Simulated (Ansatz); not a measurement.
C4H2 (1,3-butadiyne): from total energies to a heat of formation

C4H2: 6 atoms, total charge 0, spin state singlet. SMILES: `C#CC#C`. The shape is that of a PBE0-D4/def2-TZVP optimisation.

```xyz
6

C     1.4191   -1.1022    0.5747
C     0.5130   -0.3985    0.2077
C    -0.5131    0.3983   -0.2078
C    -1.4191    1.1022   -0.5747
H     2.2199   -1.7239    0.8990
H    -2.2198    1.7241   -0.8989
```

Total energies at HF/aug-cc-pVDZ (Ansatz 0.2.0); the atoms run unrestricted:

```tsv
species	state	energy (Eh)
C4H2	singlet	-152.512713
C	triplet	-37.687763
H	doublet	-0.499334
```

Harmonic wavenumbers at PBE0-D4/def2-TZVP, in cm⁻¹: 239, 239, 535, 535, 673, 673, 678, 678, 925, 2128, 2306, 3481, 3483.

Measured heats of formation of the gaseous atoms at 298.15 K, in kJ/mol: C 716.9, H 218.0. Spin-orbit lowering of the atoms at 298 K (mean of the ground term's levels less their thermal mean, from spectra), in kJ/mol: C 0.02. Take 1 Eh = 2625.50 kJ/mol, 1 cm⁻¹ = 0.0119627 kJ/mol, RT = 2.479 kJ/mol.

Question: Work out the heat of formation of the gas at 298 K.

Answer: 
1. Electronic atomisation energy: 4 × (-37.687763) + 2 × (-0.499334) − (-152.512713) = 0.762993 Eh = 2003.2 kJ/mol.
2. Zero-point energy: half the sum of the wavenumbers, 8286.5 cm⁻¹ = 99.1 kJ/mol.
3. Thermal vibrational enthalpy, Σ hcν̃/(exp(hcν̃/kT) − 1): 5.1 kJ/mol. Translation, rotation and pV of a linear molecule: 3.5 RT = 8.7 kJ/mol.
4. The 6 free atoms carry 5/2 RT each: 37.2 kJ/mol.
5. Spin-orbit coupling lowers the free atoms by 4 × 0.02 = 0.1 kJ/mol.
6. Atomisation enthalpy at 298 K: 2003.2 − 0.1 − 99.1 − 5.1 − 8.7 + 37.2 = 1927.4 kJ/mol.
7. Sum of the atoms' heats of formation: 3303.6 kJ/mol. Heat of formation: 3303.6 − 1927.4 = +1376.2 kJ/mol.

The tabulated value is +460.4 kJ/mol (Active Thermochemical Tables), so this level is off by +915.8 kJ/mol, or 32.2 % of the atomisation enthalpy that the table implies (2843.1 kJ/mol). Hartree–Fock leaves out correlation, which is larger in the molecule than in the atoms, so it underbinds and puts the heat of formation too high. Anharmonicity and any spin-orbit splitting of the molecule are left out.
